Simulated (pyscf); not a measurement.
Single points on ωB97X-D3(BJ)/def2-SVP structures (PySCF, gas phase). MP2 and CC: frozen core, UHF for open shells. ΔMP2 is the change of the MP2 total energy from the triple- to the quadruple-zeta basis.

SMILES: [AgH]
```xyz
2

Ag     0.6226    -0.2148    -0.4724
H      1.7558     0.9580    -0.4107
```

Task: How much does it cost (ΔH, 298 K, CCSD(T)/def2-TZVPP + ΔMP2(QZVPP)) to split AgH at its Ag–H bond into Ag• + H•?

Result: Ag–H to Ag• + H•: 54.2 kcal/mol. The CCSD(T) − MP2 part came from Ansatz, without density fitting, on the same reference. The frozen core leaves the outer d or s,p core shells of the metals and heavy elements correlated in the MP2 and CC values, and def2-TZVPP describes them poorly, which can shift differences by a few kcal/mol. Open-shell species with a d-block atom are single-reference here; other states, and whether the spin sits on metal or ligand, were not checked. Elements past Kr carry the def2 core potentials, without spin-orbit coupling.
